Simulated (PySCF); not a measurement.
A structure optimised at TPSSh-D3(BJ)/def2-TZVP, used in a PySCF frequency run:

```
Si
H 1 1.4833
H 1 1.4833 2 108.56
H 1 1.4833 2 108.56 3 -117.83
Si 1 2.3436 2 110.37 3 121.09
H 5 1.4833 1 110.37 2 -180.00
H 5 1.4833 6 108.56 1 121.09
H 5 1.4833 6 108.56 7 117.83
```
Charge 0, spin multiplicity 1.

Q: Write its SMILES, formula and point group.

A: [SiH3][SiH3], H6Si2, D3d

Q: What are its rotational constants (standard atomic weights)?

A: 43.213, 5.0430, 5.0430 GHz
